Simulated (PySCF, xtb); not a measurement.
## Relaxing a trial structure of CH3OSi+

The starting geometry of this gas-phase triplet was built from a drawn formula by distance geometry and a force field; its bonds are those of `C1[OH+][Si]1`.

```xyz
6

C    -4.1732    2.1840   -1.5479
O    -2.8574    2.1582   -0.9361
Si   -2.9572    0.7915   -1.9093
H    -5.0052    1.8982   -0.8701
H    -4.3461    2.8709   -2.3195
H    -2.9087    1.9405    0.0035
```

Question: Predict what it relaxes into with r2SCAN-D4/def2-SVP.

Answer: A bond breaks, giving a structure given below by its coordinates. Distances that change by over a tenth: C1–Si3 (1.88 → 2.12 Å). Contacts that open: O2–Si3 (1.68 → 2.94 Å).

The energy falls by 1.03 eV over 36 steps:

| step | E − E(last) (eV) |
| --- | --- |
| 1 | 1.028 |
| 5 | 0.357 |
| 9 | 0.192 |
| 13 | 0.149 |
| 17 | 0.138 |
| 20 | 0.112 |
| 24 | 0.096 |
| 28 | 0.005 |
| 32 | 0.000 |
| 36 | 0.000 |

Final geometry (Å):

```xyz
6

C    -4.1516    2.5937   -0.9109
O    -3.2649    2.9167    0.0262
Si   -3.5302    1.0484   -2.2303
H    -5.1263    2.1711   -0.5963
H    -4.2180    3.3658   -1.7013
H    -3.3990    2.4301    0.8618
```

From the same start GFN2-xTB reaches the same bonding as this run.

No frequencies were run, so the end isn't proven a minimum. Open shells are spin-unrestricted. The triplet needn't be the ground state. Run with PySCF 2.14.0, 11 min on 2 threads of Intel(R) Xeon(R) Processor @ 2.50GHz (Skylake/Cascade Lake), with other jobs on the host.
